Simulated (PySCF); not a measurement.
Computed XPS line lists of a few unrelated compounds.

Theory: delta-SCF UKS SCAN, pcX-2 on the ionised atom, pcseg-1 elsewhere, spin-free X2C in PySCF. Geometries: PBE0-D3(BJ)/def2-SVP; isolated species, one conformer each.

Line lists (1s up to Mg, 2p3/2 beyond, nothing for Al; areas count atoms within a level, one atom standing for each set equivalent by bonding):
1. C 1s: 287.26 (area 1), 288.87 (area 1) eV; N 1s: 399.84 eV; O 1s: 532.22 eV
2. C 1s: 290.69 eV; F 1s: 692.19 eV; Si 2p3/2: 107.96 eV
3. C 1s: 293.13 (area 1), 295.34 (area 1) eV; N 1s: 406.11 eV; F 1s: 693.81 eV

Structures:
A. `N#CCF`
B. `C[SiH2]F`
C. `CC(=O)[NH][AlH3-]`

Question: Match each list to its structure.

Answer: 
- 1 = C: no other candidate has this set of levels. C 1s: 287.26 methyl carbon next to a carbonyl, 288.87 amide carbonyl carbon; N 1s: 399.84 amide nitrogen; O 1s: 532.22 amide oxygen.
- 2 = B: no other candidate has this set of levels. C 1s: 290.69 Si-methyl carbon; F 1s: 692.19 silicon-bound fluorine; Si 2p3/2: 107.96 fluorine-bound silicon.
- 3 = A: no other candidate has this set of levels. C 1s: 293.13 nitrile carbon, 295.34 sp3 C–F carbon; N 1s: 406.11 nitrile nitrogen; F 1s: 693.81 alkyl fluorine.

The 2p values add to the ΔSCF energy of one spin-free hole a correction within the shell (spin–orbit coupling, ligand field).
